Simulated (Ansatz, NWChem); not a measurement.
## C2H3ClO (acetyl chloride): from total energies to a heat of formation

C2H3ClO: 7 atoms, total charge 0, spin state singlet. SMILES: `CC(=O)Cl`. The coordinates come from a PBE0-D4/def2-TZVP relaxation.

Total energies at HF/3-21G (NWChem 7.3.0); the atoms run unrestricted:

```tsv
species	state	energy (Eh)
C2H3ClO	singlet	-608.780570
C	triplet	-37.481070
O	triplet	-74.393657
Cl	doublet	-457.276552
H	doublet	-0.496199
```

Harmonic wavenumbers at PBE0-D4/def2-TZVP, in cm⁻¹: 136, 346, 451, 528, 622, 972, 1041, 1124, 1383, 1454, 1457, 1909, 3072, 3150, 3180.

Measured heats of formation of the gaseous atoms at 298.15 K, in kJ/mol: C 716.9, O 249.2, Cl 121.3, H 218.0. Spin-orbit lowering of the atoms at 298 K (mean of the ground term's levels less their thermal mean, from spectra), in kJ/mol: C 0.02, O 0.40, Cl 3.44. Take 1 Eh = 2625.50 kJ/mol, 1 cm⁻¹ = 0.0119627 kJ/mol, RT = 2.479 kJ/mol.

What heat of formation follows?


1. Electronic atomisation energy: 2 × (-37.481070) + (-74.393657) + (-457.276552) + 3 × (-0.496199) − (-608.780570) = 0.659624 Eh = 1731.8 kJ/mol.
2. Zero-point energy: half the sum of the wavenumbers, 10412.5 cm⁻¹ = 124.6 kJ/mol.
3. Thermal vibrational enthalpy, Σ hcν̃/(exp(hcν̃/kT) − 1): 4.6 kJ/mol. Translation, rotation and pV of a non-linear molecule: 4 RT = 9.9 kJ/mol.
4. The 7 free atoms carry 5/2 RT each: 43.4 kJ/mol.
5. Spin-orbit coupling lowers the free atoms by 2 × 0.02 + 0.40 + 3.44 = 3.9 kJ/mol.
6. Atomisation enthalpy at 298 K: 1731.8 − 3.9 − 124.6 − 4.6 − 9.9 + 43.4 = 1632.2 kJ/mol.
7. Sum of the atoms' heats of formation: 2458.3 kJ/mol. Heat of formation: 2458.3 − 1632.2 = +826.1 kJ/mol.

The tabulated value is -241.5 kJ/mol (Active Thermochemical Tables), so this level is off by +1067.6 kJ/mol, or 39.5 % of the atomisation enthalpy that the table implies (2699.7 kJ/mol). Hartree–Fock leaves out correlation, which is larger in the molecule than in the atoms, so it underbinds and puts the heat of formation too high. A basis without polarisation functions underbinds badly. Anharmonicity and any spin-orbit splitting of the molecule are left out.
